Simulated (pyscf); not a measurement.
**Multi-bond step: H₃C–O–SiH₃ + H₂O → H₂C=O + HO–SiH₃ + H₂**

Gas phase, singlet surface, charge 0. Bonds broken: C1–H4, O2–Si3, O10–H11. Bonds formed: Si3–O10, H4–H11. Optimised with ωB97X-D3(BJ)/def2-SVP in PySCF.

Transition state (Å):

```xyz
12

C      0.3039    -0.3778    -1.0376
O     -0.6792     0.3659    -0.7695
Si    -1.3550     0.4137     1.1228
H     -0.0597    -1.8661    -0.9013
H      0.5873    -0.5240    -2.0961
H      1.1436    -0.4718    -0.3170
H     -2.3029     1.4349     0.6093
H      0.0344     0.8293     1.4976
H     -1.9320     0.1655     2.5147
O     -1.5650    -1.2925     0.6928
H     -0.7009    -1.7660    -0.2352
H     -1.7768    -1.8717     1.4336
```

One imaginary mode, 1050i cm⁻¹; descent along it reached the two sides named, in the forms told below.

```csv
bond,change,reactant side (Å),saddle,product side
C1–H4,breaks,1.106,1.538,3.9
O2–Si3,breaks,1.667,2.010,2.8
O10–H11,breaks,0.965,1.354,2.442
Si3–O10,forms,3.0,1.772,1.688
H4–H11,forms,2.314,0.930,0.762
```

Electronic energies relative to the separated reactants (eV):

```csv
level,barrier,reaction energy,reverse barrier
ωB97X-D3(BJ)/def2-TZVP,2.52,+1.31,1.22
PBE/def2-TZVP,2.13,+1.19,0.94
r²SCAN/def2-TZVP,2.21,+1.26,0.95
B3LYP-D3(BJ)/def2-TZVP,2.39,+1.19,1.20
PBE0-D3(BJ)/def2-TZVP,2.36,+1.40,0.96
M06-2X/def2-TZVP,2.54,+1.32,1.22
ωB97M-D3(BJ)/def2-TZVP,2.48,+1.26,1.22
HF/def2-TZVP,3.51,+1.16,2.35
```

With ωB97M-D3(BJ)/def2-TZVP energies and thermal terms (ideal gas, 1 atm, RRHO with modes under 100 cm⁻¹ raised to 100, one conformer, R ln 2 for chiral ones without a mode under 150 cm⁻¹), in eV:

```tsv
T (K)	ΔH‡	ΔG‡	ΔH	ΔG
298	2.35	2.87	+0.94	+0.57
600	2.35	3.41	+0.97	+0.18
900	2.39	3.93	+0.98	-0.22
1200	2.43	4.43	+0.98	-0.62
```

On the product side the descent ends in a complex (not fully relaxed), 0.20 eV under the separated species and 1.42 eV under the saddle at ωB97X-D3(BJ)/def2-TZVP. The same reactants have a lower exit, to H₃C–OH + HO–SiH₃ (barrier +0.95 eV at ωB97M-D3(BJ)/def2-TZVP, against +2.48 eV here). H₃C–O–SiH₃ lies 1.03 eV over its isomer H₃C–SiH₂–OH (electronic energy, ωB97M-D3(BJ)/def2-TZVP). One saddle was located; it need not be the lowest between these sides.
